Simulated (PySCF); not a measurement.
Molfile (atoms numbered from 1):
```
C3H5NO
     RDKit          3D

 10 10  0  0  0  0  0  0  0  0999 V2000
   -2.1753    0.1205   -0.5708 N   0  0  0  0  0  0  0  0  0  0  0  0
   -1.1468   -0.1483    0.1170 C   0  0  0  0  0  0  0  0  0  0  0  0
    0.2353   -0.3438   -0.3879 C   0  0  1  0  0  0  0  0  0  0  0  0
    1.3812    0.2038    0.3556 C   0  0  0  0  0  0  0  0  0  0  0  0
    1.0756   -1.1624    0.3986 O   0  0  0  0  0  0  0  0  0  0  0  0
   -1.9352    0.1668   -1.5689 H   0  0  0  0  0  0  0  0  0  0  0  0
   -1.2498   -0.2464    1.2122 H   0  0  0  0  0  0  0  0  0  0  0  0
    0.3340   -0.4734   -1.4760 H   0  0  0  0  0  0  0  0  0  0  0  0
    1.2041    0.7669    1.2816 H   0  0  0  0  0  0  0  0  0  0  0  0
    2.2861    0.4829   -0.1995 H   0  0  0  0  0  0  0  0  0  0  0  0
  6  1  1  0
  1  2  2  0
  2  3  1  0
  3  4  1  0
  4  5  1  0
  5  3  1  0
  2  7  1  0
  3  8  1  6
  4  9  1  0
  4 10  1  0
M  END
```

- GIAO KT3/pcSseg-2 shieldings
- PBE0-D3(BJ)/def2-SVP geometry
- program: PySCF 2.14.0 with density-fitted response routines
- gas phase, no relativistic terms, one conformer

Shifts are taken against calculated references (same method and geometry level): ¹³C (σref 181.31), ¹H (σref 31.35) vs TMS; NH3 for ¹⁵N (σref 258.71); ¹⁷O (σref 323.80) vs H2O.

| atoms | nucleus | count | δ (ppm) |
| --- | --- | --- | --- |
| H6 | ¹H | 1 | 10.09 |
| N1 | ¹⁵N | 1 | 329.7 |
| H7 | ¹H | 1 | 7.25 |
| C2 | ¹³C | 1 | 173.7 |
| H9 | ¹H | 1 | 2.62 |
| O5 | ¹⁷O | 1 | ? |
| C3 | ¹³C | 1 | 54.7 |
| H8 | ¹H | 1 | ? |
| C4 | ¹³C | 1 | ? |
| H10 | ¹H | 1 | 2.84 |

Question: Estimate the values marked ?.

Answer: 
- C4: 46.8 ppm, epoxide ring carbon; the inductive effect lowers its shielding
- H8: 2.65 ppm, hydrogen on an epoxide ring carbon; its carbon carries O, which withdraws density
- O5: 34.8 ppm, ether oxygen

Exchangeable OH/NH protons stand at their gas-phase positions; hydrogen bonding in a real sample shifts them, mostly to higher δ. Shifts are as computed, not scaled to solution data. Of 1211 compounds with measured shifts, 218 miss one by over three times the rms of a fit or turn the order of signals round; such compounds aren't used in these exercises. Experimental scales use liquid or dissolved standards, which lie at an offset from isolated NH3 (liquid NH3: subtract about 20 ppm) and H2O (liquid H2O: subtract about 36 ppm). Unscaled 15N shifts of sp2 nitrogen come out 20 to 40 ppm too high even then.
